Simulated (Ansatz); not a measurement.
# AlClH3 (charge -1): search for lower mean-field states, by script

Aim: a search for lower mean-field states, for AlClH3 (charge -1), run from a script. SMILES: [AlH3-][Cl].

Computed with the Python package of Ansatz 0.2.0. Level of theory: Hartree-Fock/cc-pVDZ.

## Step 1: The structure

Bond lengths: Al1–Cl2 2.211 Å, Al1–H3 1.597 Å, Al1–H4 1.597 Å, Al1–H5 1.597 Å. Angles: Cl2–Al1–H3 109.5°, Cl2–Al1–H4 109.5°, Cl2–Al1–H5 109.5°, H3–Al1–H4 109.5°, H3–Al1–H5 109.5°, H4–Al1–H5 109.5°.

The script holds or builds the structure itself.

## Step 2: The code

alclh3_states.py

```python
"""Restricted and unrestricted solutions of AlClH3(-), stretched and not."""

import ansatz
import numpy as np

geometry_ang = [
    ("Al", [-0.1224, 0.0086, -0.0031]),
    ("Cl", [2.0823, -0.1461, 0.0529]),
    ("H", [-0.5417, 1.4987, -0.3963]),
    ("H", [-0.718, -0.3503, 1.4347]),
    ("H", [-0.7002, -1.0109, -1.0883]),
]
geometry = ansatz.Crystal.molecule()
for symbol, xyz in geometry_ang:
    geometry = geometry.atom(symbol, xyz)
symbols = [site.symbol for site in geometry.cartesian_sites]

start = np.array([site.position_ang for site in geometry.cartesian_sites])
for factor in [1.0, 1.25, 1.6]:
    xyz = (start - start.mean(axis=0)) * factor
    scaled = ansatz.Crystal.molecule()
    for symbol, place in zip(symbols, xyz):
        scaled = scaled.atom(symbol, place.tolist())
    calc = scaled.calculation()
    calc = calc.basis(gaussian="cc-pVDZ")
    calc = calc.functional("hf")
    calc = calc.charge(-1)
    calc = calc.spin("collinear")
    for search in ("off", "standard"):
        try:
            rep = calc.scf(lower_state_search=search).run().report
        except ansatz.AnsatzError as error:
            print(f"x{factor} search {search}: {type(error).__name__}")
            continue
        state = rep["mean_field"]["state"]
        print(f"all distances x{factor}, search {search:8s} E = {rep['free_energy_ev']:.5f} eV  <S^2> = {abs(state['spin_squared']):.3f}  other states met: {len(rep['mean_field']['others'])}")
```

## Step 3: The calls as engine input

The package turns the script's settings into the engine's input (first run):

```yaml
crystal:
  periodic: [false, false, false]
  atoms:
    - { symbol: Al, position_ang: [-0.12240000000000002, 0.0086, -0.003080000000000002] }
    - { symbol: Cl, position_ang: [2.0823, -0.1461, 0.05292] }
    - { symbol: H, position_ang: [-0.5417, 1.4987, -0.39627999999999997] }
    - { symbol: H, position_ang: [-0.718, -0.3503, 1.43472] }
    - { symbol: H, position_ang: [-0.7002, -1.0109, -1.0882800000000001] }
basis:
  gaussian:
    orbitals: cc-pVDZ
hamiltonian:
  xc: hf
magnetization:
  spin_polarized: true
total_charge: -1.0
scf:
  lower_state_search: "off"
```

## Step 4: Running it

Started as:

```console
> python alclh3_states.py
```

Log:

```text
all distances x1.0, search off      E = -19136.61363 eV  <S^2> = 0.000  other states met: 0
all distances x1.0, search standard E = -19136.61363 eV  <S^2> = 0.000  other states met: 0
all distances x1.25, search off      E = -19134.33246 eV  <S^2> = 0.000  other states met: 0
all distances x1.25, search standard E = -19134.33246 eV  <S^2> = 0.000  other states met: 0
all distances x1.6, search off      E = -19128.24592 eV  <S^2> = 0.000  other states met: 0
all distances x1.6, search standard E = -19129.42157 eV  <S^2> = 1.267  other states met: 6
```

Wall time 4.7 s (1 thread of Arm Neoverse V2, shared host); peak memory 0.17 GiB.

## Step 5: What changed from run to run

The engine's inputs for some of the other runs:

Run 2, against run 1:

```diff
@@ -18 +18 @@
-  lower_state_search: "off"
+  lower_state_search: standard
```

Run 5, against run 1:

```diff
@@ -4,5 +4,5 @@
-    - { symbol: Al, position_ang: [-0.12240000000000002, 0.0086, -0.003080000000000002] }
-    - { symbol: Cl, position_ang: [2.0823, -0.1461, 0.05292] }
-    - { symbol: H, position_ang: [-0.5417, 1.4987, -0.39627999999999997] }
-    - { symbol: H, position_ang: [-0.718, -0.3503, 1.43472] }
-    - { symbol: H, position_ang: [-0.7002, -1.0109, -1.0882800000000001] }
+    - { symbol: Al, position_ang: [-0.19584000000000004, 0.013760000000000001, -0.0049280000000000036] }
+    - { symbol: Cl, position_ang: [3.3316800000000004, -0.23376000000000002, 0.08467200000000001] }
+    - { symbol: H, position_ang: [-0.8667199999999999, 2.39792, -0.634048] }
+    - { symbol: H, position_ang: [-1.1488, -0.56048, 2.2955520000000003] }
+    - { symbol: H, position_ang: [-1.1203200000000002, -1.61744, -1.7412480000000004] }
```

Run 6, against run 1:

```diff
@@ -4,5 +4,5 @@
-    - { symbol: Al, position_ang: [-0.12240000000000002, 0.0086, -0.003080000000000002] }
-    - { symbol: Cl, position_ang: [2.0823, -0.1461, 0.05292] }
-    - { symbol: H, position_ang: [-0.5417, 1.4987, -0.39627999999999997] }
-    - { symbol: H, position_ang: [-0.718, -0.3503, 1.43472] }
-    - { symbol: H, position_ang: [-0.7002, -1.0109, -1.0882800000000001] }
+    - { symbol: Al, position_ang: [-0.19584000000000004, 0.013760000000000001, -0.0049280000000000036] }
+    - { symbol: Cl, position_ang: [3.3316800000000004, -0.23376000000000002, 0.08467200000000001] }
+    - { symbol: H, position_ang: [-0.8667199999999999, 2.39792, -0.634048] }
+    - { symbol: H, position_ang: [-1.1488, -0.56048, 2.2955520000000003] }
+    - { symbol: H, position_ang: [-1.1203200000000002, -1.61744, -1.7412480000000004] }
@@ -18 +18 @@
-  lower_state_search: "off"
+  lower_state_search: standard
```

Lines on the test bed's own set-up are left out of the output.

## Step 6: Run by run

The 6 runs, in the order started:

| run | search | energy from run 1 (eV) | <S²> | SCF cycles | CPU time (s) |
| --- | --- | --- | --- | --- | --- |
| 1 | off | 0.0000 | 0.00 | 10 | 0.28 |
| 2 | standard | 0.0000 | 0.00 | 10 | 0.33 |
| 3 | off | 2.2812 | 0.00 | 12 | 0.28 |
| 4 | standard | 2.2812 | 0.00 | 10 | 0.35 |
| 5 | off | 8.3677 | 0.00 | 13 | 0.29 |
| 6 | standard | 7.1921 | 1.27 | 296 | 2.7 |

## Step 7: Outcome

| quantity | value |
| --- | --- |
| lower state found by the search | 1.176 eV lower at distances × 1.6 |
| runs compared | 6 |

In words: Where bonds are stretched, a single start can end above the lowest mean-field state, which breaks spin symmetry. All 6 runs converged, in 10 to 296 cycles. The count of other states can hold repeated and symmetry-equivalent ends of the search; scaling all distances is a test, and for more than two atoms no physical path. The geometry comes from a force field and isn't relaxed at this level. Anions want diffuse functions, which this basis lacks.
